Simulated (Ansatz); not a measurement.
System: fcc Yb. Method: PBE (Ansatz, an electronic-structure program, plane waves, PAW).

Run with plane-wave cutoff 500 eV, 24×24×24 k mesh, Fermi–Dirac smearing 0.1 eV, no spin polarisation, scalar-relativistic PAW data made under PBE.

Computed at the level's own relaxed cell.

Q: Estimate the equilibrium volume per atom and lattice constant a that the calculation returns.

A: 
* **equilibrium volume per atom**: 35.87 Å³/atom
* **lattice constant a**: 5.235 Å

Measured, for comparison: equilibrium volume per atom 41.24 Å³/atom, lattice constant a 5.485 Å (293 K, no zero-point or thermal correction; as tabulated in Wikipedia's data pages). Computed (rounded) less measured: equilibrium volume per atom -13.0 %, lattice constant a -4.6 %.

Spin–orbit coupling is not included.

Cost on a shared machine: very roughly 90 core-seconds.
